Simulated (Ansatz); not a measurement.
Molecule: BeH (charge +1, singlet). 
Structure (B3LYP-D3(BJ)/def2-TZVP (Ansatz, a first-principles code) minimum search):
SMILES: [BeH+]
```xyz
2

Be     0.0000     0.0000    -0.2644
H      0.0000     0.0000     1.0577
```
Charge +1, spin multiplicity 1.

Basis-set convergence of Hartree-Fock and CCSD(T) correlation energies (hartree) with Ansatz. Cores are frozen in the correlated levels unless marked. No spin-orbit coupling. Non-relativistic.

```csv
basis,functions,E(HF),"E(corr, CCSD(T))"
def2-SVP,14,-14.83553,-0.02961
def2-TZVPP,33,-14.85186,-0.03691
def2-QZVPP,66,-14.85380,-0.03932
```

Extrapolating the two largest sets (X = 3 and 4) as X^-3: E(corr) = (64·(-0.03932) - 27·(-0.03691))/37 = -0.0411 Eh, an estimate of the basis-set limit. The largest set recovers 95.7 % of it, the smallest 72.1 %.
